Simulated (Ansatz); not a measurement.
# BH₃Cl (doublet): wave-function methods side by side at distance Cl1–H2 along a hydrogen transfer = 1.189 Å, cc-pVDZ

The task here is to estimate one member of a computed series from the others.

Computed with Ansatz 0.2.0, Gaussian basis. Level: cc-pVDZ, core rule «outside noble gas», up to 6 orbitals frozen.

Plan: UHF; CCSD(T) on ROHF; CCSD(T) on UHF; BCCD(T) on ROHF; CISD; CCSDT(Q) on ROHF; CCSDT(Q) on UHF; CASSCF and MRCISD+Q, 3 electrons in 3 orbitals; CASSCF and NEVPT2, 3 electrons in 3 orbitals.

15 further runs of the same task are left out: 9 for a known fault of the program, 4 that didn't finish, 2 set aside as unsound or not needed.

## The geometry

The geometry derives from fragments relaxed apart (PBE0/def2-TZVP) and kept rigid, so it is no stationary point. A hydrogen atom is moved between rigid fragments.

5 atoms, charge 0, spin multiplicity 2.

Atoms are counted from 1 here; the program's logs count them from 0.

Bond lengths: Cl1–H2 1.189 Å, B3–H4 1.191 Å, B3–H5 1.191 Å. Angles: H4–B3–H5 129.4°.

The first run:

Contents of in.yaml:

```yaml
crystal:
  periodic: [false, false, false]
  atoms:
    - {symbol: Cl, position_ang: [-0.764192, 0.000000, 0.000000]}
    - {symbol: H, position_ang: [0.424808, 0.000000, 0.000000]}
    - {symbol: B, position_ang: [1.998808, 0.000000, 0.000000]}
    - {symbol: H, position_ang: [2.507882, 0.000000, 1.077008]}
    - {symbol: H, position_ang: [2.507882, 0.000000, -1.077008]}
basis:
  gaussian: {orbitals: cc-pVDZ}
magnetization: {spin_polarized: true, initial_magnetization: 1}
hamiltonian: {xc: hf}
output: {orbitals: {seedname: orbitals}}
```

Started as:

```console
> ansatz run in.yaml --threads 1 --pin off --events-out ev --progress --plain --max-ram 2393MiB
```

Steps of the session up to this table: UHF; CCSD(T) on ROHF; CCSD(T) on UHF; BCCD(T) on ROHF; CISD; CCSDT(Q) on ROHF; CCSDT(Q) on UHF; CASSCF and MRCISD+Q, 3 electrons in 3 orbitals; CASSCF and NEVPT2, 3 electrons in 3 orbitals.

One of the session's tables, all rows but one given; the rest of the session is left out.

| method | from UCCSDT(Q) (kcal/mol) |
| --- | --- |
| ROHF | +167.08 |
| UHF | +165.09 |
| RMP2 | +25.24 |
| UMP2 | +25.36 |
| CISD | +15.89 |
| RCCSD | +3.49 |
| UCCSD | ? |
| RCCSD(T) | +0.63 |
| UCCSD(T) | +0.63 |
| BCCD(T) | +0.63 |
| RCCSDT | +0.21 |
| UCCSDT | +0.20 |
| RCCSDT(Q) | +0.01 |
| UCCSDT(Q) | 0 |

Q: Estimate the row for UCCSD from the others.

As computed: from UCCSDT(Q) (kcal/mol): +3.45. In the column «from UCCSDT(Q) (kcal/mol)» it lies between BCCD(T) (+0.63) and RCCSD (+3.49).

Left out of the table: CASSCF pair, NEVPT2 pair, MRCISD pair, MRCISD+Q pair (the active space lost an orbital or holds another state than full CI finds).

Limits of these values: Restricted and unrestricted rows rest on different reference determinants; where their highest levels disagree by more than a few hundredths of an eV, they describe different states and don't form one ladder. Warnings in the runs' records: passed over end.
